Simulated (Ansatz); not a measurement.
Start from `NCC1CO1` and change one atom or group to get `O=COCC1CO1`.

Ansatz, PBE0-D4/def2-TZVP geometries, multiplicity 1. Each molecule was computed in one conformer, which needn't be the lowest.

```csv
property,`NCC1CO1`
HOMO–LUMO gap (PBE/def2-TZVPP) / eV,5.61
HOMO energy (PBE0/def2-TZVPP) / eV,-7.04
HOMO energy (B3LYP/def2-TZVPP) / eV,-6.82
LUMO energy (PBE0/def2-TZVPP) / eV,0.91
LUMO energy (PBE/def2-TZVPP) / eV,0.08
HOMO energy (PBE/def2-TZVPP) / eV,-5.53
```

(1) What does the change do to each property? (An estimate is asked.)

## Answers

(1) Ansatz gave: 
```tsv
property	`O=COCC1CO1`	shift
HOMO–LUMO gap (PBE/def2-TZVPP) / eV	5.16	-0.45
HOMO energy (PBE0/def2-TZVPP) / eV	-8.12	-1.08
HOMO energy (B3LYP/def2-TZVPP) / eV	-7.87	-1.05
LUMO energy (PBE0/def2-TZVPP) / eV	-0.13	-1.04
LUMO energy (PBE/def2-TZVPP) / eV	-1.29	-1.37
HOMO energy (PBE/def2-TZVPP) / eV	-6.45	-0.92
```

B3LYP here is the variant with VWN-RPA as its local correlation; programs differ in this.
